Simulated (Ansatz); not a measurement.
Consider the substitution at a C–C bond: `CN/C=C/C=O` + CH₃NH₂ → `CNC=O` + `C=CNC`.

Calculated with Ansatz (gas phase, PBE0-D4/def2-TZVP geometries, no zero-point term in ΔE). CBS: MP2 limit from def2 TZ/QZ plus the TZ coupled-cluster correction, frozen cores. DFT in def2-TZVPP. One conformer a species, not always the lowest.

```csv
level,ΔE (kJ/mol)
r2SCAN0-D4,-26.8
CAM-B3LYP-D4,-30.8
r2SCANh,-25.8
SCS-MP2/def2-TZVPP,-26.7
```

**Question.** What does CCSD(T)/CBS give? (An estimate is asked.)

**Answer.** Ansatz gave: -27.4 kJ/mol. The listed levels differ from it by 0.6, -3.4, 1.6, 0.7 kJ/mol.

**Question.** What do rigid-rotor, harmonic-oscillator terms from PBE0-D4/def2-TZVP frequencies (298.15 K, 1 bar) make of the CCSD(T)/CBS value? (Best estimate.)

**Answer.** The calculation gave: ΔZPE = +0.3 kJ/mol, ΔH = -28.1 kJ/mol, ΔS = 3 J/(mol·K), ΔG = -29.0 kJ/mol.

Largest T1 diagnostic among the species: 0.015.

Leaving LDA and LC-ωPBE aside and taking each functional with its dispersion term where it has one, the values, not all of them listed here, spread over 10.8 kJ/mol, from ωB97X-V to B97M-V. LDA lies −8.2 kJ/mol from PBE without D4. From BLYP to BHLYP (50 % exact exchange), in def2-TZVPP and without D4, ΔE moves by −4.9 kJ/mol.
